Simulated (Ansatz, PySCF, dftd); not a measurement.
System: C$_{3}$H$_{8}$, charge 0, singlet. C3H8 (propane, SMILES C(C)C).
B3LYP-D3(BJ)/def2-TZVP minimum from Ansatz (a first-principles code):
```
C
H 1 1.0941
H 1 1.0941 2 106.12
C 1 1.5265 2 109.44 3 117.99
H 4 1.0917 1 111.60 2 -57.95
H 4 1.0929 5 107.78 1 122.13
H 4 1.0929 5 107.78 6 115.74
C 1 1.5265 2 109.44 3 -117.99
H 8 1.0917 1 111.60 2 57.95
H 8 1.0929 9 107.78 1 -122.13
H 8 1.0929 9 107.78 10 -115.74
```
Charge 0, spin multiplicity 1.

Quantity: enthalpy of formation at 298 K (by atomisation, with ideal-gas terms from PySCF's Hessian at B3LYP-D3(BJ)/def2-TZVP and the atoms' measured values of the G2/97 table; no spin-orbit terms), in kcal/mol. UHF or UKS for unpaired electrons; spin-orbit terms are left out. Cores are frozen in correlated methods. Rows without X2C or -DK are non-relativistic. CBS(X,Y): correlation extrapolated as X^-3, Hartree-Fock from the larger set. A bracket is a step between two methods taken in the basis named. The functionals are non-relativistic, so their misses hold any scalar relativity. Double hybrids freeze cores in their MP2 part. 'core' is core correlation in cc-pwCVTZ, 'X2C' scalar relativity in cc-pVTZ-DK, both at CCSD(T). Where a partner has so few electrons that a lower coupled-cluster level is exact, that level stands in.

Measured: -24.9 kcal/mol, -104.4 kJ/mol (Active Thermochemical Tables 1.112 (ions: stationary electron), as tabulated in the package chemicals); atomic spin-orbit terms, which the calculations lack, would raise the computed values.

| level | program | enthalpy of formation at 298 K (kcal/mol) | error against that value |
|---|---|---|---|
| PBE/def2-TZVPD | Ansatz | -31.9 | -7.0 |
| B2PLYP-D3(BJ)/def2-TZVPD | Ansatz + dftd3 | -14.5 | 10.4 |
| MP2/cc-pVDZ | Ansatz | 35.8 | 60.7 |
| CCSD/cc-pVDZ | Ansatz | 44.3 | 69.2 |
| CCSDT(Q)/cc-pVDZ | Ansatz | 37.5 | 62.4 |
| CCSD(T)/CBS(cc-pVTZ,cc-pVQZ) + [CCSDT(Q) - CCSD(T)]/cc-pVDZ + core + X2C | Ansatz | -26.4 | -1.5 |
